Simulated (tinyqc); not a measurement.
Geometry optimisation on the unrestricted B3LYP (VWN-RPA form)/sto-3g surface (energies and gradients from PySCF), for CH, spin multiplicity 4, step by step. Computed by tinyqc, a small Python program that keeps every step (integrals from PySCF). Settings: charge = 0, multiplicity = 4, basis = sto-3g, functional = b3lyp, optimiser = bfgs, first Hessian = 0.15, largest step = 0.3, iteration cap = 30. Command: `OMP_NUM_THREADS=1 python tinyqc.py 22340 22341 out.jsonl` (the two numbers bound the seeds that draw the settings). One thread of a shared host (Intel(R) Xeon(R) Processor @ 2.60GHz), about 3 s of CPU time with the checks.

positions at the start (bohr):
```
           x         y         z
1C  0.000000  0.000000  0.000000
2H  0.000000  0.000000  2.365937
```

Stop when the largest gradient component is below 3e-5 hartree/bohr. The inverse Hessian follows the BFGS update with s = step, y = change of gradient.

Course of the optimisation:
```
step   E (hartree)  largest gradient (hartree/bohr)
1     -37.93287158                         7.04e-02
2     -37.93938184                         6.99e-02
3     -37.94337714                         2.25e-02
4     -37.94409917                         5.04e-03
5     -37.94413294                         5.30e-04
6     -37.94413331                         1.08e-05
```

Can the last value be used, and what does the course show?

Yes. Converged in 6 steps.
